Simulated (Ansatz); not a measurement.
# C₅H₅N: how energies converge with the basis set

The task here is to estimate one member of a computed series from the others.

Program: Ansatz 0.2.0, Gaussian basis. Level of theory: one geometry, several basis sets. These are calculated values, not measurements.

Levels to be run: PBE0-D4/def2-SVP; ωB97M-V/def2-SVP; PBE0-D4/def2-QZVPP; ωB97M-V/def2-QZVPP; the functionals' def2-TZVPP values are taken from earlier runs.

**The geometry**

An earlier PBE0-D4 in a triple-zeta def2 set relaxation fixed the geometry.

11 atoms, charge 0, spin multiplicity 1.

Atoms are counted from 1 here; the program's logs count them from 0.

Bond lengths: C1–C2 1.333 Å, C1–H7 1.083 Å, C1–H8 1.085 Å, C2–C3 1.442 Å, C2–H9 1.087 Å, C3–C4 1.341 Å, C3–H10 1.087 Å, C4–C5 1.417 Å, C4–H11 1.085 Å, C5–N6 1.153 Å. Angles: C2–C1–H7 121.6°, C2–C1–H8 121.2°, H7–C1–H8 117.2°, C1–C2–C3 123.1°, C1–C2–H9 119.9°, C3–C2–H9 117.0°, C2–C3–C4 123.5°, C2–C3–H10 117.4°, C4–C3–H10 119.1°, C3–C4–C5 122.6°, C3–C4–H11 121.0°, C5–C4–H11 116.4°, C4–C5–N6 179.1°.

Set-up of the first run:

The input, in.yaml:

```yaml
crystal:
  periodic: [false, false, false]
  atoms:
    - {symbol: C, position_ang: [1.636558, -1.384104, -0.557415]}
    - {symbol: C, position_ang: [0.590543, -0.582953, -0.761421]}
    - {symbol: C, position_ang: [-0.086427, 0.113850, 0.303552]}
    - {symbol: C, position_ang: [-1.138998, 0.921693, 0.107574]}
    - {symbol: C, position_ang: [-1.790498, 1.597537, 1.168556]}
    - {symbol: N, position_ang: [-2.332304, 2.155029, 2.020289]}
    - {symbol: H, position_ang: [2.126879, -1.895824, -1.376048]}
    - {symbol: H, position_ang: [2.032312, -1.550285, 0.439055]}
    - {symbol: H, position_ang: [0.211617, -0.431819, -1.769102]}
    - {symbol: H, position_ang: [0.287006, -0.032827, 1.313348]}
    - {symbol: H, position_ang: [-1.536688, 1.089713, -0.888378]}
basis:
  gaussian: {orbitals: def2-SVP}
hamiltonian: {xc: pbe0, dispersion: d4}
output: {orbitals: {seedname: orbitals}}
```

Command:

```
> ansatz run in.yaml --threads 4 --pin off --events-out ev --progress --plain --max-ram 10444MiB
```

Steps of the session up to this table: PBE0-D4 in def2-SVP; ωB97M-V in def2-SVP; PBE0-D4 in def2-QZVPP; ωB97M-V in def2-QZVPP.

One table of the session follows, with a row left open; its other results are not shown here.

It belongs to the step «Density functionals: the series». 

```
functional       basis  HOMO (eV)  LUMO (eV)
   PBE0-D4    def2-SVP      -7.39      -2.08
   PBE0-D4  def2-TZVPP      -7.46      -2.20
   PBE0-D4  def2-QZVPP      -7.47      -2.22
   ωB97M-V    def2-SVP          ?          ?
   ωB97M-V  def2-TZVPP      -9.47      -0.15
   ωB97M-V  def2-QZVPP      -9.48      -0.19
```

Q: Estimate the row for ωB97M-V, def2-SVP from the others.

**Answer.** HOMO (eV): -9.38; LUMO (eV): 0.03. In the column «HOMO (eV)» it lies between ωB97M-V, def2-TZVPP (-9.47) and PBE0-D4, def2-QZVPP (-7.47).
